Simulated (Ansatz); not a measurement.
# AlBCl (quartet): from Hartree-Fock to the top rungs, cc-pVDZ

The task here is to estimate one member of a computed series from the others.

Computed with Ansatz 0.2.0, Gaussian basis. Level: cc-pVDZ, core rule «outside noble gas», up to 11 orbitals frozen.

The runs, in order: UHF; CCSD(T) on ROHF; CCSD(T) on UHF; BCCD(T) on ROHF; CISD; CCSDT(Q) on ROHF; CCSDT(Q) on UHF; CASSCF and MRCISD+Q, 11 electrons in 11 orbitals; CASSCF and NEVPT2, 11 electrons in 11 orbitals.

28 further runs of the same task are left out: 7 for a known fault of the program, 6 that didn't finish, 15 set aside as unsound or not needed.

## The geometry

The geometry is a PBE0/def2-TZVP stationary point (not a proven minimum).

3 atoms, charge 0, spin multiplicity 4.

Atoms are counted from 1 here; the program's logs count them from 0.

Bond lengths: Al1–B2 1.930 Å, B2–Cl3 1.700 Å. Angles: Al1–B2–Cl3 180.0°.

The first run:

Input file in.yaml:

```yaml
crystal:
  periodic: [false, false, false]
  atoms:
    - {symbol: Al, position_ang: [0.000000, 0.000000, 1.853400]}
    - {symbol: B, position_ang: [0.000000, 0.000000, -0.076600]}
    - {symbol: Cl, position_ang: [0.000000, 0.000000, -1.776800]}
basis:
  gaussian: {orbitals: cc-pVDZ}
magnetization: {spin_polarized: true, initial_magnetization: 3}
hamiltonian: {xc: hf}
output: {orbitals: {seedname: orbitals}}
```

Launch:

```bash
$ ansatz run in.yaml --threads 1 --pin off --events-out ev --progress --plain --max-ram 2393MiB
```

Among the steps run: UHF; CCSD(T) on ROHF; CCSD(T) on UHF; BCCD(T) on ROHF; CISD; CCSDT(Q) on ROHF; CCSDT(Q) on UHF; CASSCF and MRCISD+Q, 11 electrons in 11 orbitals; CASSCF and NEVPT2, 11 electrons in 11 orbitals.

One of the session's tables, all rows but one given; the rest of the session is left out.

| method | from UCCSDT(Q) (kJ/mol) |
| --- | --- |
| ROHF | +720.1 |
| UHF | +714.9 |
| RMP2 | +102.9 |
| UMP2 | +103.7 |
| CISD | +92.6 |
| RCCSD | +32.2 |
| UCCSD | +32.0 |
| RCCSD(T) | +6.0 |
| UCCSD(T) | +6.0 |
| BCCD(T) | +6.0 |
| RCCSDT | +2.3 |
| UCCSDT | +2.3 |
| RCCSDT(Q) | ? |
| UCCSDT(Q) | 0 |
| CASSCF valence | +531.4 |
| NEVPT2 valence | +100.9 |
| MRCISD valence | +45.1 |
| MRCISD+Q valence | +3.5 |

**Question.** Estimate the row for RCCSDT(Q).

As computed: from UCCSDT(Q) (kJ/mol): +0.3. In the column «from UCCSDT(Q) (kJ/mol)» it lies between UCCSDT(Q) (0) and RCCSDT (+2.3).

Among the levels timed on like hardware and quicker than the yardstick, those that no quicker one beats, quickest first: BCCD(T) (17 s, +6.0 kJ/mol); RCCSD(T) (25 s, +6.0 kJ/mol); UCCSD(T) (25 s, +6.0 kJ/mol); MRCISD+Q valence (50 s, +3.5 kJ/mol).

With the free atoms at the same levels and basis (separate runs), the atomisation energy is 5.492 eV at UCCSDT(Q), 5.461 eV at RCCSD(T), 5.459 eV at UCCSD(T), 4.743 eV at ROHF.

To keep in mind: Of the multireference levels listed MRCISD+Q valence comes nearest in total energy (+3.5 kJ/mol), which doesn't show that its space is the better one. Restricted and unrestricted rows rest on different reference determinants; where their highest levels disagree by more than a few hundredths of an eV, they describe different states and don't form one ladder.
